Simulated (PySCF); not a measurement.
# CHFO: the cost of one run

Programs: PySCF 2.14.0. All values are calculated, for the isolated system unless a continuum is named. Atoms count from 0, parts from 1.

### Step 1. The system as given

4 atoms, charge 0, multiplicity 1; geometry: GFN2-xTB. Parts: 1 = atoms 0–1, `F`, charge 0; 2 = atoms 2–3, `[C-]#[O+]`, charge 0.

### Step 2. Optimising the geometry at PBE0-D3(BJ)/def2-TZVPD

The job: settings as JSON, then the geometry in Å.

```
{"job": {"xc": "PBE0", "basis": "def2-TZVPD", "d3": "d3bj", "grid": 3, "kind": "geom", "shake": 0.01}, "charge": 0, "multiplicity": 1, "parts": [{"atoms": "0-1", "charge": 0, "multiplicity": 1}, {"atoms": "2-3", "charge": 0, "multiplicity": 1}]}
F      0.279380     0.351821    -0.051890
H     -0.290929    -0.383365     0.103720
C     -1.406274    -1.924471     0.427148
O     -1.989755    -2.824109     0.627243
```

Run with:

```sh
> OMP_NUM_THREADS=1 python cluster_run.py task.json out
```

The driver reads the jobs from task.json and runs them one after another.

**Question.** How long does this first job take on 1 thread of Arm Neoverse N1, shared host, and how much memory does it need?

About 37 s, with a peak of 0.48 GiB.
